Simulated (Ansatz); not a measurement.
Basis-set extrapolation for C3H5F3, SMILES `CC(F)C(F)F` (PBE0-D4/def2-TZVP geometry, frozen core, the Gaussian-basis code of Ansatz). Multiplicity 1, RHF reference.

|  | def2-TZVPP | def2-QZVPP |
| --- | --- | --- |
| HF | -415.012652 | -415.030822 |
| MP2 correlation | -1.250687 | -1.356597 |
| CCSD(T) correlation | -1.322471 | not run |

Energies in hartree. Use E(X) = E(∞) + A·exp(−7.88·√X) for Hartree–Fock and E(X) = E(∞) + B·X^(−2.97) for correlation, with X = 3 and 4, and add CCSD(T) minus MP2 of the smaller set to the MP2 limit.

Task: What is the CCSD(T) energy at the basis-set limit?

Result: HF limit: -415.030822 + (-0.018170) × 0.13774 = -415.03332. MP2 limit: -1.356597 + (-0.105910) × 0.74074 = -1.43505. Higher-order term: -1.322471 − (-1.250687) = -0.07178. Total: -416.54015 hartree, 5.58 eV below CCSD(T)/def2-TZVPP.
